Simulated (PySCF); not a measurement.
Working out the electron affinity of S

S⁻ [Ne] 3s2 3p5 (2P) → S [Ne] 3s2 3p4 (3P). Computed with PySCF 2.14 in aug-cc-pCVTZ-DK (8s7p5d3f, 75 functions), with the spin-free X2C one-electron Hamiltonian (Gaussian nucleus). Frozen: [Ne]. Energies in hartree (1 hartree = 27.21139 eV):

```
            part   S⁻ (lower)    S (upper)
             UHF  -398.623100  -398.591009
CCSD correlation    -0.179023    -0.143061
             (T)    -0.008282    -0.005165
```

**Question.** What does Hartree-Fock give?

**Answer.** (-398.591009) − (-398.623100) = 0.032091 hartree = 0.873 eV.

**Question.** What do CCSD and CCSD(T) give?

**Answer.** The CCSD correlation energies differ by 0.035962 hartree = 0.979 eV and the triples by 0.003117 hartree = 0.085 eV, so CCSD gives 1.852 eV and CCSD(T) 1.937 eV.

A first-order spin-orbit estimate adds -0.003 eV to CCSD(T) (valence), giving 1.934 eV against 2.077 eV (measured; photodetachment measurements, as compiled on the Wikipedia data page of electron affinities).

What remains against the reference includes basis incompleteness, the frozen core and higher excitations.
